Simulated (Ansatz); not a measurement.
Results of HSE06 in Ansatz (plane waves, PAW) for α-N2.

Settings: plane-wave cutoff 460 eV, 4×4×4 k mesh, Fermi–Dirac smearing 0.01 eV, scalar-relativistic PAW data made under PBE.

The cell has the measured lattice parameters. Conventional cell: a = 5.6670 Å, b = 5.6670 Å, c = 5.6670 Å, α = 90.00°, β = 90.00°, γ = 90.00°.

```xyz
8
Lattice="5.6670 0.0000 0.0000 0.0000 5.6670 0.0000 0.0000 0.0000 5.6670" Properties=species:S:1:pos:R:3 pbc="T T T"
N      5.3514     3.1491     2.5179
N      2.5179     5.3514     3.1491
N      5.3514     5.3514     5.3514
N      0.3156     0.3156     0.3156
N      3.1491     2.5179     5.3514
N      3.1491     0.3156     2.5179
N      2.5179     3.1491     0.3156
N      0.3156     2.5179     3.1491
```

Question: List the 26 lowest band energies at Γ above −25 eV (eV, relative to the valence band maximum), grouping those that round alike.

Answer: At Γ: -19.52, -19.47 (×3), -3.70 (×3), -3.54, -1.36 (×3), -1.16 (×2), -0.99 (×3), -0.87, -0.02 (×3), 9.82 (×3), 10.87 (×3).

Note: the run warned that its exchange threshold was loose for the stress; cell and atoms aren't relaxed at this level (largest force component 0.46 eV/Å, pressure -0.6 GPa).

Ansatz is a first-principles code.
